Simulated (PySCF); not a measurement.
One of the candidates below gave these computed data.

All candidates are C4H7O (doublet state).

| technique | computed result |
| --- | --- |
| Rotational structure | rotational constants A, B, C: 28.451, 2.391, 2.241 GHz [PBE0-D3(BJ)/def2-SVP] |
| EPR g | 2.00303 [unrestricted B3LYP/IGLO-III on C O, pcH-1 on H, mean-field spin–orbit] |
| EPR couplings | largest isotropic hyperfine couplings (means over sets of like nuclei): 13C +149.1, 1H +66.6 (×3), 1H -34.4, 13C -21.4, 17O -15.8 MHz [unrestricted B3LYP/IGLO-III on C O, pcH-1 on H] |
| Dipole | 1.12 D [PBE0-D3(BJ)/def2-SVP] |

The electronic properties come from PySCF, for the isolated species, density fitting. Levels stand in brackets. Geometry: PBE0-D3(BJ)/def2-SVP, one conformer, isolated molecule. Couplings of like nuclei are plain means over topologically equivalent atoms, as if these changed places fast (by rotation of a methyl-like group, say); in this geometry the members of some sets differ.

**Question.** Which candidate is it?
A. `C=CO[CH]C` [doublet state]
B. `CO[C@H]1[CH]C1` [doublet state]
C. `C=[C]OCC` [doublet state]
D. `[H]/[C]=C/OCC` [doublet state]

**Answer.** A. It is `C=CO[CH]C` [doublet state]. Numbering: `[CH2:1]=[CH:2][O:3][CH:4][CH3:5]`. By its constants the optimised geometry is an asymmetric top. The largest Mulliken spin population (0.93) sits on a carbon bonded to C, O and H [C4]. The couplings belong to: 13C +149.1 MHz, carbon bonded to C, O and H [C4]; 1H +66.6 MHz, hydrogen on C5; 1H -34.4 MHz, hydrogen on C4; 13C -21.4 MHz, carbon bonded to C and 3 H [C5]; 17O -15.8 MHz, oxygen bonded to 2 C [O3].

The others, at the same levels:
- `[H]/[C]=C/OCC` [doublet state] fails: its computed isotropic g value is 2.00238 (against 2.00303), rotational constant A is 17.590 GHz (against 28.451 GHz) and smallest rotational constant is 2.581 GHz (against 2.241 GHz).
- `C=[C]OCC` [doublet state] fails: its computed isotropic g value is 2.00221 (against 2.00303), rotational constant A is 19.338 GHz (against 28.451 GHz) and smallest rotational constant is 2.487 GHz (against 2.241 GHz).
- `CO[C@H]1[CH]C1` [doublet state] fails: its computed isotropic g value is 2.00270 (against 2.00303), rotational constant A is 14.620 GHz (against 28.451 GHz) and smallest rotational constant is 3.230 GHz (against 2.241 GHz).

Each candidate is one conformer, not necessarily the lowest. The conformers computed, where there is a choice (atom-mapped SMILES and torsion angles):
- `[CH2:1]=[CH:2][O:3][CH:4][CH3:5]`: C1–C2–O3–C4 -179°, C2–O3–C4–C5 -173°
- `[H]/[C:1]=[CH:2]/[O:3][CH2:4][CH3:5]`: C1–C2–O3–C4 0°, C2–O3–C4–C5 180°
- `[CH2:1]=[C:2][O:3][CH2:4][CH3:5]`: C1–C2–O3–C4 -3°, C2–O3–C4–C5 -178°
- `[CH3:1][O:2][C@H:3]1[CH:4][CH2:5]1`: C1–O2–C3–C4 87°
